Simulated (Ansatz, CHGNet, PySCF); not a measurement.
## Ladder of methods for the cohesive energy of rock-salt MgS

Reference value: 4.04 eV/atom (measured, corrected for zero-point motion; as tabulated in Goldzak et al. (2022), arXiv:2208.04865).

```json
[
 {"level (code)": "CHGNet 0.3.0", "value (eV/atom)": "4.03", "cell (Å³/atom)": "17.85"},
 {"level (code)": "PBE (Ansatz)", "value (eV/atom)": "3.72", "cell (Å³/atom)": "17.88"},
 {"level (code)": "r²SCAN+rVV10 (Ansatz)", "value (eV/atom)": "…", "cell (Å³/atom)": "17.47"},
 {"level (code)": "LC-ωPBE (Ansatz)", "value (eV/atom)": "3.91", "cell (Å³/atom)": "17.23"},
 {"level (code)": "CCSD (PySCF)", "value (eV/atom)": "3.92 ± 0.1", "cell (Å³/atom)": "17.58"}
]
```

Problem. Some entries are withheld; supply them.

Solution. 
- r²SCAN+rVV10 (Ansatz, a program for electronic structure), value (eV/atom): 4.15

Errors against the reference: CHGNet 0.3.0 -0.01 eV/atom, PBE -0.32 eV/atom, r²SCAN+rVV10 +0.11 eV/atom, LC-ωPBE -0.13 eV/atom, CCSD -0.12 eV/atom.

Leaving aside CHGNet 0.3.0 (doubt noted below): Once the reference is moved by up to 0.03 eV/atom (a margin picked here for doubts on the reference and the settings) and values within 0.03 eV/atom count as equal, the nearest can be r²SCAN+rVV10 (+0.11 eV/atom), CCSD (-0.12 eV/atom) or LC-ωPBE (-0.13 eV/atom). Among them PBE (-0.32 eV/atom) misses by most. Within 0.2 eV/atom: r²SCAN+rVV10, LC-ωPBE, CCSD.

Free atoms are spin-polarised, in the lowest state found; at levels without +SOC their spin–orbit coupling is left out.  A ± on a computed value is a rough bar: the spread of its extrapolation, a floor set from checks against published values, or a statistical error. CHGNet 0.3.0: free atoms can lie outside what these potentials were trained on. CHGNet 0.3.0: the energies of CHGNet 0.3.0 can hold anion corrections fitted to measured formation enthalpies. Each level is taken at its own relaxed cell. Cutoffs and k meshes differ between the levels. Ansatz's density-functional and Hartree–Fock values are scalar-relativistic unless marked +SOC, with PAW data made under PBE.

Machine-learned potentials (CHGNet 0.3.0) are trained on DFT data: a solid inside that data is no test of them.

Differences are worked out from the printed values.
